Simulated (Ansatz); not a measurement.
# C₂H₃F₂N: up Jacob's ladder to CCSD(T)

How much do the methods differ for C₂H₃F₂N? The plan is to run it at one geometry with functionals of several rungs and with coupled cluster. The yardstick is the atomisation energy at the CCSD(T) limit.

Method: functionals in def2-TZVPP, the program's frozen cores in correlated methods; program: Ansatz 0.2.0, Gaussian basis.

The runs, in order: LDA (SPW92), PBE-D4, revPBE-D4, BLYP-D4, r2SCAN-D4, B97M-V, PBE0-D4, B3LYP-D4, r2SCANh-D4, r2SCAN0-D4, HSE06-D4, BHLYP-D4, CAM-B3LYP-D4, LC-ωPBE, ωB97X-V, ωB97M-V, B2PLYP, PBE-QIDH; CCSD(T)/def2-SVP; CCSD(T)/def2-TZVPP; MP2/def2-QZVPP; extrapolation to the limit; RPA on PBE.

## (1) The relaxed structure

An earlier PBE0-D4 in a triple-zeta def2 set relaxation fixed the geometry.

SMILES `NC=C(F)F`, 8 atoms, charge 0, spin multiplicity 1.

Atoms are counted from 1 here; the program's logs count them from 0.

Bond lengths: N1–C2 1.397 Å, N1–H6 1.009 Å, N1–H7 1.010 Å, C2–C3 1.321 Å, C2–H8 1.081 Å, C3–F4 1.319 Å, C3–F5 1.325 Å. Angles: C2–N1–H6 112.9°, C2–N1–H7 113.2°, H6–N1–H7 110.0°, N1–C2–C3 124.9°, N1–C2–H8 117.4°, C3–C2–H8 117.5°, C2–C3–F4 125.0°, C2–C3–F5 124.2°, F4–C3–F5 110.8°.

As a file:

```
N    -0.4697    0.7421    0.9602
C    -0.1301   -0.4161    0.2572
C     0.2893   -0.4445   -0.9950
F     0.4933   -1.5407   -1.7003
F     0.5192    0.6358   -1.7273
H    -0.1245    0.7404    1.9089
H    -0.1861    1.5900    0.4910
H    -0.2992   -1.3641    0.7495
```

## (2) LDA

This LDA is Slater exchange with PW92 correlation.

in.yaml

```yaml
crystal:
  periodic: [false, false, false]
  atoms:
    - {symbol: N, position_ang: [-0.469693, 0.742137, 0.960230]}
    - {symbol: C, position_ang: [-0.130121, -0.416135, 0.257177]}
    - {symbol: C, position_ang: [0.289259, -0.444488, -0.994975]}
    - {symbol: F, position_ang: [0.493334, -1.540654, -1.700312]}
    - {symbol: F, position_ang: [0.519220, 0.635833, -1.727323]}
    - {symbol: H, position_ang: [-0.124511, 0.740373, 1.908853]}
    - {symbol: H, position_ang: [-0.186084, 1.590016, 0.491035]}
    - {symbol: H, position_ang: [-0.299203, -1.364083, 0.749515]}
basis:
  gaussian: {orbitals: def2-TZVPP}
hamiltonian: {xc: lda}
output: {orbitals: {seedname: orbitals}}
```

Run with:

```bash
ansatz run in.yaml --threads 2 --pin off --events-out ev --progress --plain --max-ram 4352MiB
```

Further steps of the session: PBE-D4 (GGA); revPBE-D4 (GGA); BLYP-D4 (GGA); r2SCAN-D4 (meta-GGA); B97M-V (meta-GGA); PBE0-D4 (hybrid); B3LYP-D4 (hybrid); r2SCANh-D4 (hybrid); r2SCAN0-D4 (hybrid); HSE06-D4 (hybrid); BHLYP-D4 (hybrid); CAM-B3LYP-D4 (range-separated); LC-ωPBE (range-separated); ωB97X-V (range-separated); ωB97M-V (range-separated); B2PLYP (double hybrid); PBE-QIDH (double hybrid); CCSD(T) in def2-SVP; CCSD(T) in def2-TZVPP; MP2 in def2-QZVPP; RPA on PBE orbitals.

Q: Predict the results of all the runs planned. Wanted: atomisation energy, CCSD(T)/CBS; farthest beyond LDA; mean size of error, GGA; mean size of error, meta-GGA; mean size of error, hybrid; mean size of error, range-separated; mean size of error, double hybrid; gap, smallest and largest; T1 diagnostic.

As calculated:

| quantity | value |
| --- | --- |
| atomisation energy, CCSD(T)/CBS | 32.561 eV |
| functionals within 0.163 eV (0.5 %) | B97M-V |
| farthest beyond LDA | PBE-D4 (+1.691 eV) |
| mean size of error, GGA | 0.910 eV |
| mean size of error, meta-GGA | 0.165 eV |
| mean size of error, hybrid | 0.582 eV |
| mean size of error, range-separated | 0.301 eV |
| mean size of error, double hybrid | 0.197 eV |
| gap, smallest and largest | 4.78 eV (BLYP-D4), 11.91 eV (LC-ωPBE) |
| T1 diagnostic | 0.0122 |
| triples share of the correlation energy | 3.6 % |

LDA overbinds by 6.669 eV (20 %). PBE-D4 is off by +1.691 eV. Double hybrids carry the basis error of their MP2 part in triple zeta, and no dispersion term here, so their miss is partly the set-up's. By mean error the best rung here is meta-GGA (0.165 eV) and the worst beyond LDA is GGA (0.910 eV). The gap between the best rungs is small, so their order is not settled. Misses under about 0.163 eV are within the doubt on the reference itself, which lacks core-valence correlation, relativity and higher excitations. Hartree-Fock recovers 67 % of the binding; the rest is correlation. CCSD(T) in def2-SVP is off by -1.833 eV, worse than the median functional, from the basis alone. The gap grows from 4.8 to 11.9 eV across the functionals, mostly with the share of exact exchange.
